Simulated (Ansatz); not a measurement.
We consider solid CO2 (dry ice), described by PBE (Ansatz, a program for electronic structure, plane waves, PAW).

Numerical settings: plane-wave cutoff 520 eV, 6×6×6 k mesh, Fermi–Dirac smearing 0.01 eV, scalar-relativistic PAW data made under PBE.

Cell (relaxed at this level):

```
CO2
1.0
    6.06282     0.00000     0.00000
    0.00000     6.06282     0.00000
    0.00000     0.00000     6.06282
C O
4 8
Direct
  0.00000   0.50000   0.50000
  0.50000   0.00000   0.50000
  0.00000   0.00000   0.00000
  0.50000   0.50000   0.00000
  0.88861   0.61139   0.38861
  0.38861   0.88861   0.61139
  0.88861   0.88861   0.88861
  0.11139   0.11139   0.11139
  0.61139   0.38861   0.88861
  0.61139   0.11139   0.38861
  0.38861   0.61139   0.11139
  0.11139   0.38861   0.61139
```

What does this level give for the bulk modulus and band gap?


* **bulk modulus**: 2.60 GPa
* **band gap**: 6.63 eV (direct)

Note: for a layered or molecular solid the relaxed cell lies over 5 % above the published volume, where the minimum can be shallow; the cell comes from a level without a dispersion term, which matters for the spacing of layers, chains or molecules; the bulk modulus comes from volumes at which shape and atoms were relaxed.

The computed numbers hold no vibrational or temperature effects.
